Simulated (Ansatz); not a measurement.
A nudged elastic band was laid between two geometries of CH6BN + H (10 atoms, charge 0, multiplicity 2).

The calculation used UKS PBE-D4/6-31G* (Ansatz).

```json
{
  "movable images": "7",
  "climbing image": "yes",
  "spring": "5.0 eV/Å²",
  "optimiser": "quadratic models (default)",
  "start path": "through a guess of the saddle point",
  "force threshold": "0.05 eV/Å",
  "iteration limit": "60",
  "end points": "relaxed"
}
```

Initial state:

```xyz
10
Properties=species:S:1:pos:R:3
B 0.037 -0.096 -0.168
H 0.050 -0.389 1.008
C 1.375 0.078 -0.990
H 1.974 -0.852 -0.956
H 1.228 0.345 -2.053
H 2.014 0.856 -0.531
N -1.224 0.081 -0.759
H -2.101 -0.024 -0.254
H -1.350 0.328 -1.740
H -0.442 -0.328 3.672
```

Final state:

```xyz
10
Properties=species:S:1:pos:R:3
B -0.026 -0.380 -0.418
H -0.092 -0.265 2.205
C 1.376 0.030 -0.995
H 1.956 -0.865 -1.287
H 1.316 0.698 -1.880
H 1.979 0.544 -0.225
N -1.278 -0.010 -0.901
H -2.155 -0.316 -0.482
H -1.418 0.601 -1.715
H -0.096 -0.038 2.929
```

Which bonds break or form, and what moves?

Bonds broken: B1–H2. Bonds formed: H2–H10. CH6BN + H becomes CH5BN + H2.

What energy profile does the band end with?

It converged. The highest image is number 4 of 0 to 8, 0.200 eV above the first end and 0.124 eV above the last; the last end lies 0.076 eV above the first. A structure lower than the last end lies on the path between it and the top, so the climb from that side starts below the end, which may itself be a saddle point or a shallow side well. A vibrational analysis at the climbing image gives one clearly imaginary mode, 740i cm⁻¹: a first-order saddle point.

```
image  path coordinate (Å)  energy (eV)  B1–H2 (Å)  H2–H10 (Å)
    0                 0.00        0.000       1.21        2.71
    1                 0.42        0.002       1.21        2.39
    2                 0.84        0.022       1.22        1.96
    3                 1.26        0.074       1.24        1.50
    4                 1.68        0.200       1.58        0.92
    5                 2.29        0.108       2.15        0.78
    6                 2.90        0.066       2.60        0.76
    7                 3.52        0.069       2.67        0.76
    8                 4.13        0.076       2.63        0.76
```

What is the geometry of the highest image?


```xyz
10
Properties=species:S:1:pos:R:3
B 0.025 -0.028 -0.114
H -0.093 -0.321 1.432
C 1.395 0.097 -0.867
H 1.979 -0.837 -0.765
H 1.295 0.316 -1.949
H 2.019 0.891 -0.417
N -1.250 0.093 -0.658
H -2.099 -0.003 -0.103
H -1.435 0.285 -1.646
H -0.275 -0.491 2.316
```

Time of the run: 6.1 min on 1 thread of Arm Neoverse V1, on a shared host, peak memory 0.14 GiB.
